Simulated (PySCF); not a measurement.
Calculation: PBE-D3(BJ)/def2-TZVP // B3LYP-D3(BJ)/def2-TZVP run with PySCF. Isolated molecules, 0 K electronic values unless said otherwise. 

Reference species (SMILES): `[SiH4]` (neutral, multiplicity 1).

* **HOMO–LUMO gap**: 8.76 eV

Changed species: `F[Si](F)(F)F` (4 of 4 H replaced by F; the reference has 0 of 4 H replaced by F).

Problem. What does the change do to the HOMO–LUMO gap?

Solution. the HOMO–LUMO gap rises by 1.22 eV, to 9.98 eV.
